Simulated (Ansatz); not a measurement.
`NCN` → `[CH2]` (triplet) + `NN` at 600 K and 1 bar (formal loss of a carbene).

Computed with Ansatz on PBE0-D4/def2-TZVP structures; ΔE is electronic, products minus reactants. CBS: MP2 limit from def2 TZ/QZ plus the TZ coupled-cluster correction, frozen cores. This one scheme is used for every species. Triplets are unrestricted, without spin–orbit coupling. One conformer a species, not always the lowest.

```json
{"species": "`NCN`", "CCSD(T)/CBS energy (Eh)": "-151.05695", "H − E (kJ/mol)": "256.8", "S (J/(mol·K))": "329.4"}
{"species": "`[CH2]` (triplet)", "CCSD(T)/CBS energy (Eh)": "-39.09499", "H − E (kJ/mol)": "66.5", "S (J/(mol·K))": "220.8"}
{"species": "`NN`", "CCSD(T)/CBS energy (Eh)": "-111.76471", "H − E (kJ/mol)": "169.7", "S (J/(mol·K))": "269.8"}
```

H − E and S are ideal-gas, rigid-rotor, harmonic terms from PBE0-D4/def2-TZVP, for one conformer and one mirror image of each species, with the whole ground term of open shells counted as degenerate. 1 Eh = 2625.50 kJ/mol, R = 8.31446 J/(mol·K).

Q: By hand: ΔE, ΔH, ΔS and ΔG.

A: ΔE = (-39.09499) + (-111.76471) − (-151.05695) = 0.19725 Eh = 517.9 kJ/mol. Δ(H − E) = 66.5 + 169.7 − 256.8 = -20.6, so ΔH = 497.3 kJ/mol. ΔS = 220.8 + 269.8 − 329.4 = 161.2 J/(mol·K). ΔG = 497.3 − 600 × (161.2)/1000 = 400.6 kJ/mol.

Q: By hand: the equilibrium constant, and the temperature at which ΔG would vanish if ΔH and ΔS stayed fixed.

A: log₁₀ K = −ΔG/(RT ln 10) = -34.9. ΔG = 0 at ΔH/ΔS = 3085 K, far beyond where these terms or the molecules hold.

The number of gas molecules changes by +1, which sets the sign of ΔS. A doubt of 5 kJ/mol in ΔE shifts log₁₀ K by 0.4 here. Other conformers and mirror images would add mixing entropy, several J/(mol·K) or more a flexible species. A triplet takes part, so the spin changes. These are equilibria of isolated gas molecules and say nothing of rates. Largest T1 diagnostic: 0.011 (customary marks: 0.02 for closed shells, 0.045 for open ones).
